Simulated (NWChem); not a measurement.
Correlation energy of carbon tetrachloride (CCl4)

SMILES: ClC(Cl)(Cl)Cl
```xyz
5

Cl     1.4595     0.0000     1.0320
C      0.0000     0.0000     0.0000
Cl    -1.4595     0.0000     1.0320
Cl     0.0000     1.4595    -1.0320
Cl     0.0000    -1.4595    -1.0320
```
Charge 0, spin multiplicity 1.

Everything below was run with NWChem. The geometry was optimised at B3LYP/def2-SVP, a minimum by its harmonic frequencies.

Basis set: def2-SVP. Each correlation energy counts from its own Hartree-Fock reference.

| method | correlation energy (mHa) | difference from CCSD(T) |
|---|---|---|
| MP2 | -682.5 | +63.1 |
| SCS-MP2 | -657.5 | +88.1 |
| CR-CCSD[T] | -740.0 | +5.6 |
| CR-CCSD(T) | -739.4 | +6.2 |
| CCSD | -724.7 | +20.9 |
| CCSD+T(CCSD) | -746.5 | -0.9 |
| CCSD(T) | -745.6 | 0.0 |

The values span 89.0 mHa, from CCSD+T(CCSD) (lowest) to SCS-MP2 (highest). 

The correlated methods keep 21 core orbitals frozen. Differences from the coupled-cluster row are differences between methods, not errors against experiment.
